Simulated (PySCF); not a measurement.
Quadrupole coupling of pyrimidine: levels of theory against gas-phase measurements

Values to reproduce (atoms as numbered below): 14N at N3/N5: χzz = -4.78 MHz [1].
[1] measured, gas; W. C. Bailey, Calculation of NQCC in Gaseous State Molecules (compilation of microwave values)

Species: pyrimidine, C₄H₄N₂.
SMILES with atom numbers: `[cH:1]1[cH:2][n:3][cH:4][n:5][cH:6]1` (hydrogens: H7 on C1; H8 on C2; H9 on C4; H10 on C6)

Geometry (PBE0-D3(BJ)/def2-SVP, Å), atoms numbered from 1 in this order:
```xyz
10
C4H4N2 angstrom
C     -1.1346    0.0777    0.0786
C     -0.4837   -1.1524    0.0237
N      0.8400   -1.2498   -0.0676
C      1.5138   -0.1036   -0.1047
N      1.0029    1.1235   -0.0601
C     -0.3216    1.2075    0.0321
H     -2.2209    0.1519    0.1535
H     -1.0485   -2.0918    0.0540
H      2.6055   -0.1782   -0.1798
H     -0.7527    2.2151    0.0704
```

Question: How do the computed couplings compare?

Answer: PySCF, non-relativistic, all at one geometry, with Q(14N) = 0.02044 b, means over equivalent atoms:

```
          level  functions  14N N3/N5 (MHz)  computed/reference − 1 (%)
   PBE0/cc-pVTZ        236           -5.045                        +5.6
  B3LYP/6-31G-J         88           -5.398                       +12.9
  PBE0/IGLO-III        250           -5.191                        +8.6
      PBE/pcJ-1        202           -5.089                        +6.5
      LDA/pcJ-1        202           -5.088                        +6.4
    B3LYP/pcJ-0         90           -6.080                       +27.2
 PBE0/def2-TZVP        210           -5.047                        +5.6
  PBE0/def2-SVP        104           -4.962                        +3.8
B3LYP/def2-TZVP        210           -5.156                        +7.9
    B97-2/pcJ-1        202           -5.190                        +8.6
    B3LYP/pcJ-1        202           -5.357                       +12.1
CAM-B3LYP/pcJ-1        202           -5.420                       +13.4
  B3LYP/cc-pVTZ        236           -5.171                        +8.2
    PBE0/6-31G*         92           -4.729                        -1.1
    PBE0/STO-3G         34           -5.060                        +5.9
     PBE0/6-31G         62           -4.989                        +4.4
```

Closest here is PBE0/6-31G* (1.1 % unsigned error), furthest B3LYP/pcJ-0 (27.2 %); one molecule doesn't rank methods. Computed values are for fixed nuclei, while measured ones can include vibrational averaging.
